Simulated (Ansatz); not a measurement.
Total energies of H4NOSi, SMILES `N[SiH2][O]` radical.

Z-matrix (Å, degrees):
```
Si
O 1 1.658
N 1 1.699 2 120.6
H 1 1.485 2 106.9 3 -122.0
H 1 1.490 2 98.7 3 119.0
H 3 1.007 1 122.3 2 66.1
H 3 1.006 1 121.2 2 -87.3
```

Charge 0, multiplicity 2. The structure was optimised at the PBE0-D4/def2-TZVP level. It is one conformer, not always the lowest. Basis def2-TZVPP, Ansatz.

RPA on PBE orbitals: Hartree–Fock energy of these orbitals -420.60875 Eh, correlation -0.91398 Eh (frozen core).

```csv
functional,kind,energy without D4 (Eh),D4 term (kJ/mol)
ωB97X-V,range-separated hybrid GGA with VV10,-421.83841,–
PBE-QIDH,double hybrid,-421.55714,–
```

(1) Give the same for LDA (SPW92), PBE, revPBE, BLYP, r2SCAN, B97M-V, PBE0, B3LYP, r2SCANh, r2SCAN0, HSE06 (plane-wave form), BHLYP, CAM-B3LYP, LC-ωPBE, ωB97M-V, B2PLYP. (Best estimate.)

B3LYP takes the VWN-RPA correlation (the form of Gaussian; ORCA's B3LYP/G). HSE06 is the plane-wave form, built on full-range PBE exchange. The double hybrids freeze the cores in their second-order part.

Results:

(1) Computed: 
```json
{"functional": "LDA (SPW92)", "kind": "LDA", "energy without D4 (Eh)": "-419.74949", "D4 term (kJ/mol)": "–"}
{"functional": "PBE", "kind": "GGA", "energy without D4 (Eh)": "-421.62824", "D4 term (kJ/mol)": "-9.6"}
{"functional": "revPBE", "kind": "GGA", "energy without D4 (Eh)": "-421.82563", "D4 term (kJ/mol)": "-31.5"}
{"functional": "BLYP", "kind": "GGA", "energy without D4 (Eh)": "-421.89964", "D4 term (kJ/mol)": "-21.7"}
{"functional": "r2SCAN", "kind": "meta-GGA", "energy without D4 (Eh)": "-421.83813", "D4 term (kJ/mol)": "-2.2"}
{"functional": "B97M-V", "kind": "meta-GGA with VV10", "energy without D4 (Eh)": "-421.82421", "D4 term (kJ/mol)": "–"}
{"functional": "PBE0", "kind": "global hybrid, 25 % exact exchange", "energy without D4 (Eh)": "-421.66122", "D4 term (kJ/mol)": "-7.9"}
{"functional": "B3LYP", "kind": "global hybrid, 20 %", "energy without D4 (Eh)": "-421.95756", "D4 term (kJ/mol)": "-15.5"}
{"functional": "r2SCANh", "kind": "meta-GGA hybrid, 10 %", "energy without D4 (Eh)": "-421.82924", "D4 term (kJ/mol)": "-2.3"}
{"functional": "r2SCAN0", "kind": "meta-GGA hybrid, 25 %", "energy without D4 (Eh)": "-421.81708", "D4 term (kJ/mol)": "-2.6"}
{"functional": "HSE06 (plane-wave form)", "kind": "screened hybrid", "energy without D4 (Eh)": "-421.64823", "D4 term (kJ/mol)": "-7.3"}
{"functional": "BHLYP", "kind": "global hybrid, 50 %", "energy without D4 (Eh)": "-421.87022", "D4 term (kJ/mol)": "-11.3"}
{"functional": "CAM-B3LYP", "kind": "range-separated hybrid", "energy without D4 (Eh)": "-421.89185", "D4 term (kJ/mol)": "-7.9"}
{"functional": "LC-ωPBE", "kind": "long-range corrected hybrid", "energy without D4 (Eh)": "-421.76083", "D4 term (kJ/mol)": "–"}
{"functional": "ωB97M-V", "kind": "range-separated hybrid meta-GGA with VV10", "energy without D4 (Eh)": "-421.86087", "D4 term (kJ/mol)": "–"}
{"functional": "B2PLYP", "kind": "double hybrid", "energy without D4 (Eh)": "-421.71724", "D4 term (kJ/mol)": "–"}
```

LC-ωPBE has ω = 0.4 bohr⁻¹.
